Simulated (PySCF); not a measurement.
CH3S, SMILES `C[S]` (charge 0, multiplicity 2)

Computed with PBE0-D3(BJ)/def2-TZVP run with PySCF.

| Property | Value |
|---|---|
| highest occupied spin orbital | -6.58 eV |
| dipole moment | 1.74 D |
| total energy | -437.8959 Ha |
| cost | around 40 core-seconds (rough) |

Bonds (Å): C1–S2 1.782, C1–H3 1.096, C1–H4 1.091, C1–H5 1.091. Angles (°): S2–C1–H3 106.4, S2–C1–H4 111.9, S2–C1–H5 111.8, H3–C1–H4 107.8, H3–C1–H5 107.7, H4–C1–H5 110.9.
Charge 0, spin multiplicity 2.
